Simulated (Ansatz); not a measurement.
Conformers of C4H9O, SMILES `[CH2]COCC` radical, each relaxed with PBE0-D4/def2-TZVP in Ansatz. CBS adds the triple-zeta coupled-cluster correction to the MP2 limit.

Not all of them had a frequency check.

Conformer A:

Cartesian coordinates in Å:
```
C -0.596 -0.746 -1.606
C -1.358 -0.089 -0.520
O -0.879 -0.354 0.776
C 0.168 0.484 1.210
C 1.528 0.146 0.633
H -0.694 -0.401 -2.628
H -0.095 -1.686 -1.417
H -1.414 0.999 -0.693
H -2.400 -0.448 -0.524
H -0.085 1.533 0.991
H 0.190 0.376 2.297
H 1.561 0.301 -0.447
H 1.782 -0.896 0.837
H 2.292 0.782 1.091
```

Conformer B:

Cartesian coordinates in Å:
```
C -1.794 0.820 0.754
C -1.165 0.438 -0.531
O 0.166 0.878 -0.661
C 1.080 0.226 0.196
C 1.467 -1.158 -0.286
H -2.666 0.293 1.120
H -1.495 1.738 1.244
H -1.700 0.903 -1.372
H -1.247 -0.648 -0.688
H 1.962 0.870 0.226
H 0.674 0.177 1.216
H 1.870 -1.110 -1.300
H 0.617 -1.844 -0.286
H 2.232 -1.582 0.369
```

Problem. Which is lowest in electronic energy at CCSD(T)/CBS (frozen core, def2 sets), and by how much? (An estimate is asked.)

Solution. The calculation gave: B; A lies 3.1 kJ/mol higher.

Problem. Give the energies relative to B (kJ/mol) with PBE-D4/def2-TZVPP, B3LYP-D4/def2-TZVPP, HF/def2-TZVPP, CCSD/def2-TZVPP, CCSD(T)/def2-TZVPP, HF/CBS(def2), MP2/CBS(def2). (Estimate.)

Solution. The calculation gave: 
```
              level    A
  PBE-D4/def2-TZVPP  1.9
B3LYP-D4/def2-TZVPP  1.8
      HF/def2-TZVPP  3.2
    CCSD/def2-TZVPP  3.0
 CCSD(T)/def2-TZVPP  2.9
       HF/CBS(def2)  3.2
      MP2/CBS(def2)  3.2
```

B3LYP here is the variant with VWN-RPA as its local correlation; programs differ in this.
